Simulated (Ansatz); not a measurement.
# SiH2S2: one structure at several levels

A test off equilibrium: a structure displaced at random from a GFN2-xTB minimum is computed at several levels, and each is set against CCSD(T).

The runs use Ansatz 0.2.0, Gaussian basis; single points in def2-TZVPP.

Correlated methods freeze the cores.

## (1) Starting geometry

SMILES `S[Si]S`, 5 atoms, charge 0, spin multiplicity 1.

Atoms are counted from 1 here; the program's logs count them from 0.

Bond lengths: S1–Si2 2.174 Å, S1–H4 1.264 Å, Si2–S3 2.293 Å, S3–H5 1.261 Å. Angles: Si2–S1–H4 92.7°, S1–Si2–S3 97.0°, Si2–S3–H5 97.4°.

Coordinates:

```
S    -0.6374   -1.1002   -0.5159
Si   -0.7059    0.9567    0.1845
S     1.5144    1.1399    0.7262
H    -1.8425   -1.0738   -0.8972
H     1.8575   -0.0282    0.3986
```

## (2) CCSD(T)/def2-TZVPP

run/in.yaml reads:

```yaml
crystal:
  periodic: [false, false, false]
  atoms:
    - {symbol: S, position_ang: [-0.637400, -1.100200, -0.515900]}
    - {symbol: Si, position_ang: [-0.705900, 0.956700, 0.184500]}
    - {symbol: S, position_ang: [1.514400, 1.139900, 0.726200]}
    - {symbol: H, position_ang: [-1.842500, -1.073800, -0.897200]}
    - {symbol: H, position_ang: [1.857500, -0.028200, 0.398600]}
basis:
  gaussian: {orbitals: def2-TZVPP}
correlation: {method: ccsd_t}
output: {forces: true}
```

The command line of these runs was not kept.

## (3) PBE0-D4/def2-TZVPP

Changes to run/in.yaml since step 2:

```diff
@@ -10,3 +10,3 @@
   gaussian: {orbitals: def2-TZVPP}
-correlation: {method: ccsd_t}
-output: {forces: true}
+hamiltonian: {xc: pbe0, dispersion: d4}
+output: {forces: true, orbitals: {seedname: orbitals}}
```

## (4) wB97M-V/def2-TZVPP

Changes to run/in.yaml since step 3:

```diff
@@ -10,3 +10,3 @@
   gaussian: {orbitals: def2-TZVPP}
-hamiltonian: {xc: pbe0, dispersion: d4}
-output: {forces: true, orbitals: {seedname: orbitals}}
+hamiltonian: {xc: {name: wB97M-V}}
+output: {forces: true}
```

## (5) r2SCAN-D4/def2-TZVPP

Changes to run/in.yaml since step 4:

```diff
@@ -10,3 +10,3 @@
   gaussian: {orbitals: def2-TZVPP}
-hamiltonian: {xc: {name: wB97M-V}}
+hamiltonian: {xc: r2scan, dispersion: d4}
 output: {forces: true}
```

## (6) PBE-D4/def2-TZVPP

Changes to run/in.yaml since step 5:

```diff
@@ -10,3 +10,3 @@
   gaussian: {orbitals: def2-TZVPP}
-hamiltonian: {xc: r2scan, dispersion: d4}
+hamiltonian: {xc: pbe, dispersion: d4}
 output: {forces: true}
```

## (7) r2SCANh-D4/def2-TZVPP

Changes to run/in.yaml since step 6:

```diff
@@ -10,3 +10,3 @@
   gaussian: {orbitals: def2-TZVPP}
-hamiltonian: {xc: pbe, dispersion: d4}
+hamiltonian: {xc: {name: r2SCANh}, dispersion: d4}
 output: {forces: true}
```

## (8) B97M-V/def2-TZVPP

Changes to run/in.yaml since step 7:

```diff
@@ -10,3 +10,3 @@
   gaussian: {orbitals: def2-TZVPP}
-hamiltonian: {xc: {name: r2SCANh}, dispersion: d4}
+hamiltonian: {xc: {name: B97M-V}}
 output: {forces: true}
```

(Steps that only read results are left out.)

Q: Predict the outcome of this session. Wanted: energy less free atoms, CCSD(T)/def2-TZVPP; RMS force component; RMS force error; HOMO and LUMO, PBE0-D4; T1 diagnostic.

The runs gave:

| quantity | value |
| --- | --- |
| energy less free atoms, CCSD(T)/def2-TZVPP | -1364.2 kJ/mol |
| RMS force component | 1.432 to 1.574 eV/Å over the methods |
| RMS force error | PBE0-D4 0.069, wB97M-V 0.050, r2SCAN-D4 0.060, PBE-D4 0.216, r2SCANh-D4 0.035, B97M-V 0.032 eV/Å |
| HOMO and LUMO, PBE0-D4 | -7.30 and -2.47 eV |
| T1 diagnostic | 0.016 |

**Reading.** Against CCSD(T) the functionals' energies less atoms differ by -95.4 to -53.6 kJ/mol, PBE-D4 by -91.0 kJ/mol. The reference is not at the basis limit: in triple zeta CCSD(T) underbinds, which counts against methods that bind more; the gaps are no ranking. For forces B97M-V does best and PBE-D4 worst. Frozen-core CCSD(T) forces in triple zeta carry basis errors of their own, and this is one geometry, so small gaps rank nothing.
